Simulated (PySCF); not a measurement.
Point-charge models of 2-butenal, `C/C=C/C=O` against its computed dipole.

Coordinates (PBE0-D3(BJ)/def2-TZVP, Å) and charges (e) from the PBE0/pcSseg-2 density (PySCF):

```
atom       x       y       z  Mulliken      IAO  Hirshfeld  ESP-fitted
  C1  -1.744   0.018   0.118   +0.0034  -0.4392    -0.1153     -0.3925
  C2  -0.328  -0.328  -0.154   -0.0423  -0.0787    -0.0029     +0.0885
  C3   0.732   0.416   0.164   -0.0595  -0.2160    -0.0663     -0.3930
  C4   2.082  -0.038  -0.158   +0.2820  +0.2550    +0.1049     +0.4691
  O5   3.091   0.569   0.100   -0.3757  -0.4120    -0.2454     -0.4624
  H6  -1.838   0.980   0.623   +0.0348  +0.1570    +0.0557     +0.1344
  H7  -2.215  -0.751   0.740   +0.0473  +0.1666    +0.0589     +0.1326
  H8  -2.317   0.054  -0.814   +0.0472  +0.1666    +0.0588     +0.1339
  H9  -0.147  -1.277  -0.659   +0.0345  +0.1493    +0.0549     +0.0915
 H10   0.637   1.373   0.669   +0.0462  +0.1613    +0.0584     +0.2074
 H11   2.125  -1.022  -0.676   -0.0180  +0.0901    +0.0383     -0.0096
```

Form Σ q r in debye for every column and set it beside the full dipole.

The full density gives (-3.99, -1.27, -0.42) D, 4.21 D in size; dipole vectors point from the negative to the positive end.

```tsv
scheme	μx	μy	μz	size (D)	share of the full size (%)	angle to the full dipole (°)
Mulliken	-4.33	-0.94	-0.22	4.44	105	6
IAO	-4.23	-1.63	-0.59	4.57	108	4
Hirshfeld	-3.10	-0.90	-0.28	3.24	77	2
ESP-fitted	-4.02	-1.27	-0.42	4.24	101	0
```

Which set comes closest?

Length of the difference vector: ESP-fitted 0.03 D, IAO 0.46 D, Mulliken 0.51 D, Hirshfeld 0.98 D. Closest: ESP-fitted. The schemes that divide the density aren't constrained to reproduce the dipole.

What is left for the Hirshfeld atoms' own dipoles?

The shares of the density sum to the whole, so what Σ q r misses lies in dipoles about the nuclei. The atomic dipoles sum to (-3.99, -1.27, -0.42) − (-3.10, -0.90, -0.28) = (-0.89, -0.37, -0.14) D, 0.98 D in size.

With the origin at the mean of the coordinates, (0.007, -0.001, -0.004) Å, which are the largest single terms, by size, of the ESP-fitted dipole along the direction of the full one?

O5 +6.90, C4 -4.37, C1 -3.10, C3 +1.57, H8 +1.46 D; all 11 atoms together +4.24 D. The single terms depend on the origin, their sum doesn't.

Give the size of the full dipole in other units.

4.21 D = 1.658 au = 0.877 e·Å = 14.05 × 10⁻³⁰ C·m.

Isolated species at its PBE0-D3(BJ)/def2-TZVP geometry (one conformer only).

Shape of the structure used: `[CH3:1]/[CH:2]=[CH:3]/[CH:4]=[O:5]`: C2–C3–C4–O5 180°.
